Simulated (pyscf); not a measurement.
H₂O (SMILES O) + O=Si(F)–F (SMILES O=[Si](F)F) -> HO–Si(OH)(F)–F (SMILES O[Si](O)(F)F), an addition across a multiple bond or ene-type step (singlet surface; H–O broken, O–Si, H–O formed). Optimised with ωB97X-D3(BJ)/def2-SVP in PySCF. MP2 and CC: frozen core, UHF for open shells. ΔMP2 is the change of the MP2 total energy from the triple- to the quadruple-zeta basis. Energies in kcal/mol from the separated reactants.

AM1 to PM7: differences of heats of formation from MOPAC, which are fitted to 298 K values and so differ in kind from electronic energies by zero-point and thermal terms. 

Problem. Quick PM6 single points give ΔE‡ = -11.7 kcal/mol and ΔE = -63.3 kcal/mol. What does CCSD(T)/def2-TZVPP + ΔMP2(QZVPP) give, and how far is the quick result from it?

Solution. CCSD(T)/def2-TZVPP + ΔMP2(QZVPP) gives ΔE‡ = -24.9 kcal/mol and ΔE = -82.3 kcal/mol. PM6 lies 13.2 kcal/mol over it in the barrier and 19.0 kcal/mol over it in the reaction energy, so on this step it does not hold to within 3.0 kcal/mol. CCSD(T)/def2-TZVPP + ΔMP2(QZVPP) has limits of its own. On the reactant side the descent ends in an adduct with a O–Si contact, 32.2 kcal/mol under the separated species and 4.5 kcal/mol under the saddle at ωB97X-D3(BJ)/def2-TZVP. At CCSD(T) the saddle lies under the separated reactants, which points to a path from their complex (located at ωB97X-D3(BJ) alone). What is counted as formed (O–Si) is already present as a longer contact in the reactant adduct; forming that adduct is a step of its own. At ωB97X-D3(BJ)/def2-TZVP the barrier from the zero used here is -27.7 kcal/mol. This is the saddle that the search found; another between the same sides may lie lower. The CCSD(T) − MP2 part came from Ansatz, without density fitting, on the same reference.
